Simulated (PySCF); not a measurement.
# OH under electron impact: the energy ladder

PBE0 in PySCF with def2-TZVP on every atom, for the lowest determinant that a PBE0 search found; no spin–orbit coupling.

```
species  state (unpaired electrons)  Re (Å)  ωe (cm⁻¹)  energy of the minimum from the neutral (eV)  De (eV)  dissociates to
     OH               doublet (π ↑)   0.973       3749                                         0.00     4.51           H + O
    OH⁺              triplet (π ↑↑)   1.035       3100                                        12.96     5.19          H⁺ + O
```

Question: Work out the lowest energy to break OH into atoms, from its vibrational ground state.

Answer: D0 = De − ωe/2 = 4.51 − 0.23 = 4.28 eV (PBE0/def2-TZVP).

Question: Work out the ionisation energy of the H atom at this level and the threshold of dissociative ionisation.

Answer: IE(H) = 12.96 + 5.19 − 4.51 = 13.64 eV, so H⁺ + O + e⁻ appears at D0 + IE(H) = 17.92 eV (PBE0/def2-TZVP). The measured IE(H) is 13.598 eV (NIST ASD).

These are thermodynamic thresholds; the onsets seen under electron impact lie higher where the geometry changes, and cross-sections peak well above them.

For an ion De counts to the pair picked by the measured ionisation energies or electron affinities, which need not be the lowest pair at this level. States were picked by a PBE0 search and need not be the measured ground states.
